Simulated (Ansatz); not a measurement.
# Si₂H₇ (doublet): from Hartree-Fock to the top rungs at distance Si1–H5 along a hydrogen transfer = 1.749 Å, cc-pVDZ

Aim: climb from Hartree-Fock through coupled cluster and multireference methods for Si₂H₇ (doublet) at one geometry and basis, and see what each rung misses.

Program: Ansatz 0.2.0, Gaussian basis. Level of theory: cc-pVDZ, core rule «outside noble gas», up to 10 orbitals frozen. These are calculated values, not measurements.

Plan: UHF; CCSD(T) on ROHF; CCSD(T) on UHF; BCCD(T) on ROHF; CISD; CCSDT(Q) on ROHF; CCSDT(Q) on UHF; CASSCF and MRCISD+Q, 3 electrons in 3 orbitals; CASSCF and NEVPT2, 3 electrons in 3 orbitals; CASSCF and MRCISD+Q, 9 electrons in 9 orbitals; CASSCF and NEVPT2, 9 electrons in 9 orbitals.

### Step 1. The geometry

The geometry derives from fragments relaxed apart (PBE0/def2-TZVP) and kept rigid, so it is no stationary point. A hydrogen atom is moved between rigid fragments.

9 atoms, charge 0, spin multiplicity 2.

Atoms are counted from 1 here; the program's logs count them from 0.

Bond lengths: Si1–H2 1.485 Å, Si1–H3 1.485 Å, Si1–H4 1.485 Å, H5–Si6 1.546 Å, Si6–H7 1.486 Å, Si6–H8 1.486 Å, Si6–H9 1.486 Å. Angles: H2–Si1–H3 109.5°, H2–Si1–H4 109.5°, H3–Si1–H4 109.5°, H5–Si6–H7 107.6°, H5–Si6–H8 107.6°, H5–Si6–H9 107.6°, H7–Si6–H8 111.3°, H7–Si6–H9 111.3°, H8–Si6–H9 111.3°.

### Step 2. UHF

The input, in.yaml:

```yaml
crystal:
  periodic: [false, false, false]
  atoms:
    - {symbol: Si, position_ang: [-1.646971, 0.000000, 0.000000]}
    - {symbol: H, position_ang: [-2.141843, 1.399708, 0.000000]}
    - {symbol: H, position_ang: [-2.141842, -0.699854, 1.212183]}
    - {symbol: H, position_ang: [-2.141843, -0.699854, -1.212182]}
    - {symbol: H, position_ang: [0.102029, 0.000000, 0.000000]}
    - {symbol: Si, position_ang: [1.648029, 0.000000, 0.000000]}
    - {symbol: H, position_ang: [2.098003, -1.416253, 0.000000]}
    - {symbol: H, position_ang: [2.098003, 0.708127, -1.226512]}
    - {symbol: H, position_ang: [2.098003, 0.708127, 1.226511]}
basis:
  gaussian: {orbitals: cc-pVDZ}
magnetization: {spin_polarized: true, initial_magnetization: 1}
hamiltonian: {xc: hf}
output: {orbitals: {seedname: orbitals}}
```

Started as:

```
$ ansatz run in.yaml --threads 1 --pin off --events-out ev --progress --plain --max-ram 2816MiB --backend cpu
```

Further steps of the session: CCSD(T) on ROHF; CCSD(T) on UHF; BCCD(T) on ROHF; CISD; CCSDT(Q) on ROHF; CCSDT(Q) on UHF; CASSCF and MRCISD+Q, 3 electrons in 3 orbitals; CASSCF and NEVPT2, 3 electrons in 3 orbitals; CASSCF and MRCISD+Q, 9 electrons in 9 orbitals; CASSCF and NEVPT2, 9 electrons in 9 orbitals.

Q: Predict the results of all the runs planned. Wanted: UCCSDT(Q) below the RHF energy; RMP2 from UCCSDT(Q); UMP2 from UCCSDT(Q); RCCSD from UCCSDT(Q); RCCSD(T) from UCCSDT(Q); UCCSD(T) from UCCSDT(Q); RCCSDT(Q) from UCCSDT(Q); NEVPT2 frontier from UCCSDT(Q); MRCISD+Q frontier from UCCSDT(Q).

The runs gave:

| quantity | value |
| --- | --- |
| UCCSDT(Q) below the RHF energy | -7.9985 eV |
| RMP2 from UCCSDT(Q) | +168.5 kJ/mol |
| UMP2 from UCCSDT(Q) | +170.3 kJ/mol |
| RCCSD from UCCSDT(Q) | +20.3 kJ/mol |
| RCCSD(T) from UCCSDT(Q) | +4.0 kJ/mol |
| UCCSD(T) from UCCSDT(Q) | +4.1 kJ/mol |
| RCCSDT(Q) from UCCSDT(Q) | 0.0 kJ/mol |
| NEVPT2 frontier from UCCSDT(Q) | +164.6 kJ/mol |
| MRCISD+Q frontier from UCCSDT(Q) | +7.1 kJ/mol |
| levels within 1 kcal/mol (43 meV) | RCCSD(T), UCCSD(T), BCCD(T), RCCSDT, UCCSDT, RCCSDT(Q) |
| T1 diagnostic | 0.016 |

In words: RCCSD(T) lands +4.0 kJ/mol from the yardstick (0.5 % of the correlation energy). Of the multireference levels listed MRCISD+Q frontier comes nearest in total energy (+7.1 kJ/mol), which doesn't show that its space is the better one. These misses are within one basis, not against nature; the frozen cores of restricted and unrestricted runs differ, which can shift their rows.
